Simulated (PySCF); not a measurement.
**Neon: a sound run and one with changed settings**

Sound run: Ne [Ne], Ne⁺ [He] 2s2 2p5. Calculation: PySCF 2.14, in pcseg-2; the non-relativistic Hamiltonian (point nucleus). In the sound run the correlated levels freeze 1s2. The sound run starts from symmetry-adapted Hartree-Fock orbitals and uses a fine grid where one is needed.

A second run was set up differently.

```tsv
species	method	sound run (hartree)	changed run (hartree)	converged
Ne	MP2	-128.78420	-128.78939	yes
Ne	CCSD(T)	-128.79103	-128.79592	yes
Ne⁺	MP2	-127.98998	-127.99492	yes
Ne⁺	CCSD(T)	-128.00436	-128.00906	yes
```

Ionisation energy of Ne:

| method | sound run (eV) | changed run (eV) |
| --- | --- | --- |
| UHF | 19.704 | 19.704 |
| MP2 | 21.612 | 21.619 |
| SCS-MP2 | 21.464 | 21.467 |
| CCSD | 21.354 | 21.359 |
| CCSD(T) | 21.406 | 21.412 |

(1) What was changed?
A. minimal basis
B. all electrons correlated in a valence basis
C. level shift left on
D. too few SCF iterations

## Answers

(1) B. A valence basis has no tight correlating functions, so it recovers only part of the core correlation, and not evenly between atom and ion.
